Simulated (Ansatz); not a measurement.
## [SiH3···H···Si], triplet: transfer scan

Starting geometry:

```csv
atom,x (Å),y (Å),z (Å)
Si,-1.5764,0.0000,0.0000
H,-2.0712,1.3997,0.0000
H,-2.0712,-0.6999,1.2122
H,-2.0712,-0.6999,-1.2122
H,-0.0917,0.0000,0.0000
Si,1.8026,0.0000,0.0000
```

From there H5 is moved from one fragment to the other while all else, the fragments' distance too, stays fixed; atoms are numbered as listed. Energies are in eV, counted from the starting geometry at the same level.

Basis cc-pVDZ; Ansatz 0.2.0. Only valence electrons are correlated (noble-gas cores frozen). R marks a restricted (for open shells ROHF) determinant, U an unrestricted one.

Full CI isn't at hand for all of this; UCCSDT(Q) serves as the reference, and is uncertain by about the last step of the cluster series. The frozen core follows each run's orbitals, which can shift R against U totals by a few meV.

```tsv
distance Si1-H5 (Å)	UCCSDT(Q)	error RHF	error UHF	error UMP2	error RCCSD(T)	error UCCSDT	error RCCSDT(Q)
1.381	0.138	-0.040	-0.034	-0.004	-0.002	0.000	0.000
1.485	0.000	0.000	0.000	0.000	0.000	0.000	0.000
1.550	0.025	0.032	0.028	0.004	0.001	0.000	0.000
1.614	0.112	0.069	0.061	0.010	0.003	0.001	0.000
1.679	0.253	0.112	0.100	0.017	0.005	0.001	0.000
1.744	0.440	0.160	0.144	0.026	0.008	0.002	0.000
1.809	0.673	0.214	0.193	0.037	0.011	0.003	0.000
1.874	0.955	0.274	0.248	0.047	0.015	0.004	0.000
1.939	1.294	0.341	0.304	0.050	0.020	0.005	0.001
```

Errors are those of relative energies. In total energy the starting point itself misses UCCSDT(Q) by: RHF 6.182, UHF 6.058, UMP2 1.477, RCCSD(T) 0.036, UCCSDT 0.005, RCCSDT(Q) 0.000 eV.

Spread of the error over the points with a reference, to 1.939 Å (largest less smallest): RCCSDT(Q) 0.001, UCCSDT 0.006, RCCSD(T) 0.022, UMP2 0.054, UHF 0.338, RHF 0.380 eV.
